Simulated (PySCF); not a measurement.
Spin-rotation constants: acryloyl chloride (C=CC(=O)Cl, C₃H₃ClO)

Geometry:
```csv
atom,x (Å),y (Å),z (Å)
C1,-0.602,0.403,-0.191
C2,0.580,0.679,0.366
C3,1.816,0.567,-0.437
O4,1.901,0.255,-1.579
Cl5,3.272,0.963,0.518
H6,-0.660,0.094,-1.239
H7,-1.530,0.476,0.380
H8,0.684,0.989,1.408
```

Theory: GIAO CAM-B3LYP/pcSseg-1 magnetisability, rotational g tensor and spin-rotation constants, non-relativistic, gas phase in PySCF. Geometry: PBE0-D3(BJ)/def2-SVP.

(1) Give the nuclear spin-rotation constants along the inertial axes (H = +C I·J) beside the isotropic shieldings.

(2) How do the rotational constants and the g tensor change when H6, H7, H8 are replaced by deuterium?

## Answers

(1) Rotational constants 9.2125, 2.6592, 2.0636 GHz. A star marks the isotopologue with that one atom substituted, in its own axes.
| atom | isotope | Caa (kHz) | Cbb (kHz) | Ccc (kHz) | mean (kHz) | σ (ppm) |
| --- | --- | --- | --- | --- | --- | --- |
| Cl5 | 35Cl | 1.371 | 1.602 | 1.005 | 1.326 | 451.8 |
| H6 | 1H | -0.664 | 0.210 | -0.233 | -0.229 | 24.5 |
| H7 | 1H | -0.007 | -0.014 | -0.236 | -0.086 | 25.2 |
| H8 | 1H | -0.861 | 0.249 | -0.243 | -0.285 | 25.1 |
| C1 | 13C* | 3.609 | 1.336 | 0.254 | 1.733 | 35.5 |
| C2 | 13C* | 2.929 | 1.340 | 0.405 | 1.558 | 37.8 |
| C3 | 13C* | 5.146 | 0.812 | 0.616 | 2.191 | 5.7 |
| O4 | 17O* | -5.446 | -2.260 | -0.190 | -2.632 | -233.2 |

For the geometry as given, no vibrational averaging.

(2) Constants 8.4638, 2.4309, 1.8885 GHz; g -0.0914, -0.0309, -0.0086, against -0.0988, -0.0336, -0.0090 before.
